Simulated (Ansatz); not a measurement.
C₃H₅FS, SMILES `CC(=S)CF`. The species carries charge 0 and has multiplicity 1. The geometry is a stationary point of PBE0-D4/def2-TZVP. It is one conformer, not always the lowest.

```xyz
10

C    -0.682   -1.034    0.361
C     0.503   -0.141    0.331
S     1.873   -0.405    1.149
C     0.398    1.086   -0.529
F    -0.824    1.185   -1.162
H    -1.561   -0.476    0.700
H    -0.507   -1.890    1.009
H    -0.922   -1.370   -0.654
H     1.181    1.066   -1.293
H     0.540    1.978    0.088
```

(1) What is the dipole moment at PBE/def2-TZVPP? (Estimate.)

(2) And with r2SCAN, B3LYP, ωB97M-V? (Best estimate.)

(3) Give the Mulliken charges with PBE, B3LYP, ωB97M-V in def2-TZVPP. (An estimate is asked.)

Answers

(1) Computed: 1.11 D, with components (-0.97, 0.09, -0.53) D in this frame, pointing from negative to positive charge.

(2) Ansatz gave: r2SCAN 1.21 D, B3LYP 1.02 D, ωB97M-V 1.01 D.

(3) Computed: 
| atom | PBE | B3LYP | ωB97M-V |
| --- | --- | --- | --- |
| C1 | -0.20 | -0.20 | -0.26 |
| C2 | 0.06 | 0.05 | 0.01 |
| S3 | -0.24 | -0.23 | -0.18 |
| C4 | 0.06 | 0.10 | 0.06 |
| F5 | -0.20 | -0.25 | -0.23 |
| H6 | 0.11 | 0.11 | 0.13 |
| H7 | 0.10 | 0.10 | 0.11 |
| H8 | 0.11 | 0.11 | 0.13 |
| H9 | 0.10 | 0.11 | 0.12 |
| H10 | 0.10 | 0.11 | 0.12 |

B3LYP here is the variant with VWN-RPA as its local correlation; programs differ in this.
